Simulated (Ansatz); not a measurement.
Total energies of BO, SMILES `[B]=O` radical.

Cartesian coordinates in Å:
```
B -0.076 0.569 0.176
O 0.076 -0.569 -0.176
```

Charge 0, multiplicity 2. The structure was optimised at the PBE0-D4/def2-TZVP level. Basis def2-TZVPP, the Gaussian-basis code of Ansatz.

RPA on PBE orbitals: Hartree–Fock energy of these orbitals -99.54008 Eh, correlation -0.46536 Eh (frozen core).

```json
{"functional": "PBE", "energy without D4 (Eh)": "-99.94943", "D4 term (kJ/mol)": "-1.3"}
{"functional": "revPBE", "energy without D4 (Eh)": "-100.03968", "D4 term (kJ/mol)": "-4.7"}
{"functional": "BLYP", "energy without D4 (Eh)": "-100.05607", "D4 term (kJ/mol)": "-3.0"}
{"functional": "B97M-V", "energy without D4 (Eh)": "-100.04979", "D4 term (kJ/mol)": "–"}
{"functional": "B3LYP", "energy without D4 (Eh)": "-100.06983", "D4 term (kJ/mol)": "-2.1"}
{"functional": "HSE06 (plane-wave form)", "energy without D4 (Eh)": "-99.94278", "D4 term (kJ/mol)": "-1.0"}
{"functional": "LC-ωPBE", "energy without D4 (Eh)": "-99.99091", "D4 term (kJ/mol)": "–"}
{"functional": "ωB97X-V", "energy without D4 (Eh)": "-100.02684", "D4 term (kJ/mol)": "–"}
{"functional": "ωB97M-V", "energy without D4 (Eh)": "-100.03573", "D4 term (kJ/mol)": "–"}
{"functional": "PBE-QIDH", "energy without D4 (Eh)": "-99.93187", "D4 term (kJ/mol)": "–"}
```

Task: Give the same for LDA (SPW92), r2SCAN, PBE0, r2SCANh, r2SCAN0, BHLYP, CAM-B3LYP, B2PLYP. (An estimate is asked.)

Result: The calculation gave: 
```tsv
functional	energy without D4 (Eh)	D4 term (kJ/mol)
LDA (SPW92)	-99.24661	–
r2SCAN	-100.01554	-0.3
PBE0	-99.94760	-1.0
r2SCANh	-100.00866	-0.3
r2SCAN0	-99.99873	-0.3
BHLYP	-100.01673	-1.5
CAM-B3LYP	-100.02495	-1.0
B2PLYP	-99.99929	–
```

B3LYP takes the VWN-RPA correlation (the form of Gaussian; ORCA's B3LYP/G). HSE06 is the plane-wave form, built on full-range PBE exchange. The double hybrids freeze the cores in their second-order part.

LC-ωPBE has ω = 0.4 bohr⁻¹.
